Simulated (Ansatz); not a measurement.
# BN (quintet): the correlation ladder, cc-pVTZ

How much of the correlation energy of BN (quintet) does each wave-function method recover here?

The runs use Ansatz 0.2.0, Gaussian basis; cc-pVTZ, core rule «outside noble gas», up to 2 orbitals frozen.

The runs, in order: UHF; CCSD(T) on ROHF; CCSD(T) on UHF; BCCD(T) on ROHF; CISD as a restricted active space (open shells left free, so some higher excitations enter); CCSDT(Q) on ROHF; CCSDT(Q) on UHF; CASSCF and MRCISD+Q, 8 electrons in 8 orbitals; CASSCF and NEVPT2, 8 electrons in 8 orbitals.

15 further runs of the same task are left out: 5 that didn't finish, 10 set aside as unsound or not needed. Runs told in other sessions of the task aren't counted.

**1. The system**

The geometry is a PBE0/def2-TZVP stationary point (not a proven minimum) of the parent state, kept for this charge and spin.

2 atoms, charge 0, spin multiplicity 5.

Atoms are counted from 1 here; the program's logs count them from 0.

Bond lengths: B1–N2 1.315 Å.

**2. UHF**

in.yaml

```yaml
crystal:
  periodic: [false, false, false]
  atoms:
    - {symbol: B, position_ang: [0.000000, 0.000000, 0.000000]}
    - {symbol: N, position_ang: [0.000000, 0.000000, 1.315453]}
basis:
  gaussian: {orbitals: cc-pVTZ}
magnetization: {spin_polarized: true, initial_magnetization: 4}
hamiltonian: {xc: hf}
output: {orbitals: {seedname: orbitals}}
```

The run is started by

```console
$ ansatz run in.yaml --threads 1 --pin off --events-out ev --progress --plain --max-ram 2393MiB
```

Further steps of the session: CCSD(T) on ROHF; CCSD(T) on UHF; BCCD(T) on ROHF; CISD as a restricted active space (open shells left free, so some higher excitations enter); CCSDT(Q) on ROHF; CCSDT(Q) on UHF; CASSCF and MRCISD+Q, 8 electrons in 8 orbitals; CASSCF and NEVPT2, 8 electrons in 8 orbitals.

Q: Predict the results of all the runs planned. Wanted: UCCSDT(Q) from the RHF energy; RMP2 from UCCSDT(Q); UMP2 from UCCSDT(Q); RCCSD from UCCSDT(Q); RCCSD(T) from UCCSDT(Q); UCCSD(T) from UCCSDT(Q); RCCSDT(Q) from UCCSDT(Q); NEVPT2 valence from UCCSDT(Q); MRCISD+Q valence from UCCSDT(Q).

The runs gave:

| quantity | value |
| --- | --- |
| UCCSDT(Q) from the ROHF energy | -5.2188 eV |
| RMP2 from UCCSDT(Q) | +18.10 kcal/mol |
| UMP2 from UCCSDT(Q) | +18.46 kcal/mol |
| RCCSD from UCCSDT(Q) | +4.22 kcal/mol |
| RCCSD(T) from UCCSDT(Q) | +0.68 kcal/mol |
| UCCSD(T) from UCCSDT(Q) | +0.63 kcal/mol |
| RCCSDT(Q) from UCCSDT(Q) | +0.07 kcal/mol |
| NEVPT2 valence from UCCSDT(Q) | +18.69 kcal/mol |
| MRCISD+Q valence from UCCSDT(Q) | +0.89 kcal/mol |
| levels within 1 kcal/mol (43 meV) | RCCSD(T), UCCSD(T), BCCD(T), RCCSDT, UCCSDT, RCCSDT(Q), MRCISD+Q valence |
| T1 diagnostic | 0.021 |
| effectively unpaired electrons | 4.00 |

What this shows: RCCSD(T) lands +0.68 kcal/mol from the yardstick (0.6 % of the correlation energy). One determinant dominates. Of the multireference levels listed MRCISD+Q valence comes nearest in total energy (+0.89 kcal/mol), which doesn't show that its space is the better one. These misses are within one basis, not against nature; the frozen cores of restricted and unrestricted runs differ, which can shift their rows.

With open shells the CI space here admits some higher excitations, so it is larger than plain CISD.
